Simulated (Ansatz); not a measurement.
`FBS` + HCl → `SBCl` + H–F at 700 K and 1 bar (ligand exchange at a B–F bond).

Program: Ansatz. Geometries: PBE0-D4/def2-TZVP. ΔE: electronic, gas phase. CCSD(T)/CBS is frozen-core, at the limit of the def2 triple- and quadruple-zeta sets. One conformer a species, not always the lowest.

| species | CCSD(T)/CBS energy (Eh) | H − E (kJ/mol) | S (J/(mol·K)) |
| --- | --- | --- | --- |
| `FBS` | -523.63756 | 106.5 | 326.5 |
| HCl | -460.38167 | 38.4 | 211.8 |
| `SBCl` | -883.60902 | 104.6 | 340.2 |
| H–F | -100.39431 | 45.2 | 198.5 |

H − E and S are ideal-gas, rigid-rotor, harmonic terms from PBE0-D4/def2-TZVP, for one conformer and one mirror image of each species. 1 Eh = 2625.50 kJ/mol, R = 8.31446 J/(mol·K).

**Question.** By hand: ΔE, ΔH, ΔS and ΔG.

**Answer.** ΔE = (-883.60902) + (-100.39431) − (-523.63756) − (-460.38167) = 0.01590 Eh = 41.7 kJ/mol. Δ(H − E) = 104.6 + 45.2 − 106.5 − 38.4 = 4.9, so ΔH = 46.6 kJ/mol. ΔS = 340.2 + 198.5 − 326.5 − 211.8 = 0.4 J/(mol·K). ΔG = 46.6 − 700 × (0.4)/1000 = 46.3 kJ/mol.

**Question.** By hand: the equilibrium constant, and the temperature at which ΔG would vanish if ΔH and ΔS stayed fixed.

**Answer.** log₁₀ K = −ΔG/(RT ln 10) = -3.5. ΔG = 0 at ΔH/ΔS = 116500 K, far beyond where these terms or the molecules hold.

The number of gas molecules stays the same, so ΔS is small and ΔH decides. A doubt of 5 kJ/mol in ΔE shifts log₁₀ K by 0.4 here. Other conformers and mirror images would add mixing entropy, several J/(mol·K) or more a flexible species. These are equilibria of isolated gas molecules and say nothing of rates. Largest T1 diagnostic: 0.014 (customary marks: 0.02 for closed shells, 0.045 for open ones).
